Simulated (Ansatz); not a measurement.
System: HS (charge 0, doublet). SMILES: [SH]
Structure (B3LYP-D3(BJ)/def2-TZVP (Ansatz, a first-principles code) minimum search):
```xyz
2

S      0.0000     0.0000    -0.0793
H      0.0000     0.0000     1.2681
```
Charge 0, spin multiplicity 2.

Quantity: vertical electron affinity (to the singlet state of charge -1; a negative value means that the extra electron is unbound and the number depends on the basis; each state is the SCF solution reached for its spin), in eV. Cores are frozen in the correlated levels unless marked. Open shells are spin-unrestricted. No spin-orbit coupling. No relativistic terms. Anions need diffuse functions: aug- sets have them; def2-D sets add few. CBS(X,Y): correlation extrapolated as X^-3; Hartree-Fock from the larger set.

```csv
level,program,vertical electron affinity (eV)
PBE/def2-TZVPD,Ansatz,2.33
r2SCAN/def2-TZVPD,Ansatz,[?]
B3LYP/def2-TZVPD,Ansatz,2.34
CAM-B3LYP/def2-TZVPD,Ansatz,[?]
wB97M-V/def2-TZVPD,Ansatz,2.31
wB97X-V/def2-TZVPD,Ansatz,2.26
wB97X/def2-TZVPD,Ansatz,2.27
CCSD/aug-cc-pV(D+d)Z,Ansatz,2.04
CCSD/def2-SVPD,Ansatz,[?]
CCSD/aug-cc-pV(T+d)Z,Ansatz,[?]
CCSD/def2-TZVPPD,Ansatz,2.09
CCSD/aug-cc-pV(Q+d)Z,Ansatz,2.20
CCSD/def2-QZVPPD,Ansatz,2.17
"CCSD(T)/CBS(aug-cc-pV(T+d)Z,aug-cc-pV(Q+d)Z)",Ansatz,2.36
```

Task: Fill in the missing entries.

Result: 
- r2SCAN/def2-TZVPD, vertical electron affinity (eV): 2.24
- CAM-B3LYP/def2-TZVPD, vertical electron affinity (eV): 2.29
- CCSD/def2-SVPD, vertical electron affinity (eV): 2.05
- CCSD/aug-cc-pV(T+d)Z, vertical electron affinity (eV): 2.13
